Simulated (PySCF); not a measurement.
hydrogen isocyanide (CHN), SMILES [NH+]#[C-]. The structure is a stationary point at r2SCAN-D4/def2-TZVPD.

TDA-CAM-B3LYP/def2-TZVPD run with PySCF puts the lowest singlet excitations at 8.41, 8.42, 8.42, 8.70, 8.70, 8.98 eV and the lowest triplet (TDA) at 5.87 eV.

What are the lowest singlet roots from EOM-CCSD/aug-cc-pVDZ (PySCF)? (Estimate from the structure and the level; the computed values follow.)

8.32, 8.32, 8.51, 8.89, 9.93, 10.02 eV; triplets 6.15, 6.15, 7.19 eV. S1 differs by -0.09 eV (second minus first; roots are paired by order, and the bases may differ).
